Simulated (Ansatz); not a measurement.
Compare A (`COC(C)=N`) with its isomer B (`CN(C)C=O`).

Gas-phase electronic energies from Ansatz, PBE0-D4/def2-TZVP geometries. CBS: MP2 limit from def2 TZ/QZ plus the TZ coupled-cluster correction, frozen cores. Functionals use def2-TZVPP. One conformer a species, not always the lowest.

Which is lower in electronic energy at CCSD(T)/CBS, and by how much? (Estimate.)

The calculation gave: B, by 5.7 kcal/mol.

Give E(B) − E(A) in kcal/mol with PBE-D4, HF/def2-TZVPP, r2SCAN-D4, CCSD(T)/def2-TZVPP, B2PLYP, ωB97M-V, PBE0-D4. (Estimate.)

Computed: PBE-D4 -9.1, HF/def2-TZVPP -5.2, r2SCAN-D4 -7.6, CCSD(T)/def2-TZVPP -5.9, B2PLYP -7.5, ωB97M-V -6.1, PBE0-D4 -8.2. None reverses the order clearly.

Largest T1 diagnostic: 0.014.

From PBE to PBE0 (25 % exact exchange), in def2-TZVPP and without D4, E(B) − E(A) moves by +0.9 kcal/mol.
